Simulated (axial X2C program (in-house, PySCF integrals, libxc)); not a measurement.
## Bond lengths and stretching modes, held linear, of FSiF

Calculated with an in-house all-electron X2C program for linear molecules (integrals from PySCF): two-component X2C with atomic mean-field Coulomb and Gaunt terms, Gaussian nuclei, basis F dyall-av3z, Si dyall-v3z with contracted cores. Spin-free rows use the one-electron spin-free X2C Hamiltonian.

Masses F 18.998, Si 27.977, F 18.998 u. States: 2c Ω = 0 (all partner blocks equally filled); spin-free M_S = 0, Λ = 0 (closed shell).

MP2, 2c: energies above the lowest point

```tsv
r(F–Si) (Å)	r(Si–F) (Å)	E (meV)
1.6117	1.6117	42.45
1.6117	1.6530	20.19
1.6117	1.6943	34.86
1.6530	1.6117	20.19
1.6530	1.6530	0.00
1.6530	1.6943	16.93
1.6530	1.7357	62.86
1.6943	1.6117	34.86
1.6943	1.6530	16.93
1.6943	1.6943	36.28
1.7357	1.6530	62.86
1.7357	1.7357	136.07
```

Task: Fit a quadratic surface with cubic terms in each bond: where is the minimum, and what are the two stretching wavenumbers?

Result: At MP2, 2c: bonds 1.653 and 1.653 Å; harmonic stretches 576.6 and 829.4 cm⁻¹; force constants 3.49, 3.49 and coupling 0.23 mdyn/Å.

The other levels and Hamiltonians give:

```csv
Hamiltonian,level,r(F–Si) (Å),r(Si–F) (Å),lower stretch (cm⁻¹),upper stretch (cm⁻¹)
2c,PBE0,1.652,1.652,572.4,818.9
2c,HF,1.625,1.625,591.5,835.4
2c,LDA,1.651,1.651,568.7,821.5
spin-free,PBE0,1.652,1.652,572.3,818.6
spin-free,HF,1.625,1.625,591.4,835.1
spin-free,LDA,1.651,1.651,568.6,821.3
spin-free,MP2,1.653,1.653,576.6,829.3
```

Each state is one determinant, the lowest of a limited PBE0 search; the stretches come from a fit to these few points and carry an uncertainty of a few per cent. Other orders of the atoms were not compared. MP2 freezes inner shells (threshold -2 hartree). The molecule was held linear; bending was not examined, so a bent shape may lie lower.
